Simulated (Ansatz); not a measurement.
**S (model structure, started from the beta-Sn type, I4₁/amd, No. 141, 2 atoms in the cell)**

Calculation: r²SCAN in Ansatz (plane waves, PAW).

Run with plane-wave cutoff 500 eV, 16×16×16 k mesh, Fermi–Dirac smearing 0.05 eV, scalar-relativistic PAW data made under PBE.

Cell (relaxed at this level):

```
S
1.0
   -3.72035     3.72035     1.03755
    3.72035    -3.72035     1.03755
    3.72035     3.72035    -1.03755
S
2
Direct
  0.75000   0.25000   0.50000
  0.00000   0.00000   0.00000
```

```
Item             Result
--------  -------------
band gap  zero (no gap)
```

Note: the relaxation could raise the start's symmetry but not lower it, so the cell can be a saddle point.

Static lattice: no zero-point or thermal effects.

Computing time: roughly 5 core-minutes.

A model structure was made by putting elements into a prototype or built by hand; it is no filed structure, need not be a known phase, and can be a saddle point held by its symmetry.

Ansatz is an electronic-structure program.
